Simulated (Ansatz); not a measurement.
# Basis or method: atomization of PN

PN, singlet; coordinates (Å): N 0.000 0.000 0.000; P 0.000 0.000 1.479. Quantity: atomization.

Ansatz 0.2.0, basis 6-31G or cc-pVDZ; geometries are PBE0/def2-TZVP minima. Wave-function levels freeze the cores; HF, MP2 and coupled cluster are restricted for singlets and unrestricted otherwise, atoms included (their steps beyond CCSDT(Q) come from restricted open-shell runs), Kohn–Sham unrestricted where that lies lower. The reference is CCSDTQ or full CI (coupled cluster only where its series has nearly closed). Semilocal and hybrid functionals correlate all electrons outside any core potential and usually lie nearer their basis limit than the reference, so part of their error here is the reference's basis and frozen-core error; RPA and the MP2 part of double hybrids freeze the same cores as the reference. None of these values is a measured one. Energies are electronic, without zero-point terms. No spin–orbit coupling and no scalar relativity. The species are chosen: bound, without strong static correlation by their natural occupations or amplitudes, in their lowest spin state as far as vertical gaps and like structures tell, and with a ladder that closes on the reference, so errors are smaller than for species at large; levels whose determinant breaks symmetry or spin markedly are left out.

```tsv
level	6-31G (kcal/mol)	cc-pVDZ (kcal/mol)
reference	80.0 (full CI)	114.4 (CCSDTQ)
HF	-20.9	27.5
CCSD(T)	78.6*	113.5
CCSDT	78.4	113.2
CCSDT(Q)	80.2	114.7
PBE	114.2	145.6
B2PLYP	98.0	132.5
RPA-PBE	75.6	119.7
```

From 6-31G to cc-pVDZ the reference moves by 34.4 kcal/mol and PBE by 31.4; the step from CCSD(T) to the reference is 1.5 in the first and 0.9 in the last.

An asterisk marks values that rest on a run that the program flagged as in doubt.
